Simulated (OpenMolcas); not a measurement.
## BNH4 (BH2(NH2)): methods side by side

BNH4 has 6 atoms, charge 0, and is taken as a singlet. As SMILES, `[H]B([H])N`. The shape is that of a GFN2-xTB optimisation.

Each level gives the vertical energy of the triplet above the singlet (eV). The values are calculated.

```csv
level,kind,program,value (eV),less FCI/STO-3G,CPU time (all runs)
HF/STO-3G,Hartree–Fock,OpenMolcas,6.77,-0.76,3.1 s
"HF/STO-3G, open shells restricted",Hartree–Fock,OpenMolcas,6.94,-0.59,3.5 s
SVWN5/STO-3G,LDA,OpenMolcas,7.66,+0.13,11 s
B3LYP/STO-3G,global hybrid,OpenMolcas,7.69,+0.16,13 s
M06-2X/STO-3G,hybrid meta-GGA,OpenMolcas,8.01,+0.48,15 s
"CASSCF(2,2)/STO-3G",multireference,OpenMolcas,7.20,-0.33,3 s
"MRCI(2,2)/STO-3G",multireference,OpenMolcas,7.51,-0.02,4.6 s
"CCSD(T)/STO-3G, open shells restricted",coupled cluster or CI,OpenMolcas,7.52,-0.01,4.2 s
"FCI/STO-3G, open shells restricted",exact in the basis,OpenMolcas,7.53,0.00,79 s
```

FCI/STO-3G, open shells restricted is exact within its basis and frozen core, so for wave-function methods in that basis the difference is their error; functionals converge differently with the basis, so for them it is only a difference. The values span 6.77 to 8.01 eV. A triplet this far above the singlet is often a Rydberg-like or dissociative state; sets without diffuse functions put Rydberg states too high. All rows use very small basis sets, so even the best lies far from the true value. CPU times are rough (shared hosts, several kinds of processor): they show what a rung costs within a factor of a few.
